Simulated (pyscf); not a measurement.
A first-order saddle from PySCF, ωB97X-D3(BJ)/def2-SVP:

```xyz
4

In     0.4986     0.0203    -0.2552
Cl     2.4787     1.1212    -0.7510
F      0.4237    -1.2330     1.4534
H     -0.7143    -0.9621     0.4799
```
Charge 0, spin multiplicity 1.

Surface: singlet, charge 0. Lowest wavenumbers (cm⁻¹): 1260i, 116, 393, 412, 505.

What reaction is this the transition state of?

`[F][InH][Cl]` <-> `[Cl][In]` [singlet] + `[FH]`, a 1,1-elimination read from left to right: F–In, H–In broken and F–H formed. At CCSD(T)/def2-TZVPP + ΔMP2(QZVPP) it lies +39.9 kcal/mol from the left side and +46.9 kcal/mol from the right (each side as separated species at their lowest minima found). This is the saddle that the search found; another between the same sides may lie lower. The CCSD(T) − MP2 part came from Ansatz, without density fitting, on the same reference. The frozen core leaves the outer d or s,p core shells of the metals and heavy elements correlated in the MP2 and CC values, and def2-TZVPP describes them poorly, which can shift differences by a few kcal/mol. Elements past Kr carry the def2 core potentials, without spin-orbit coupling.
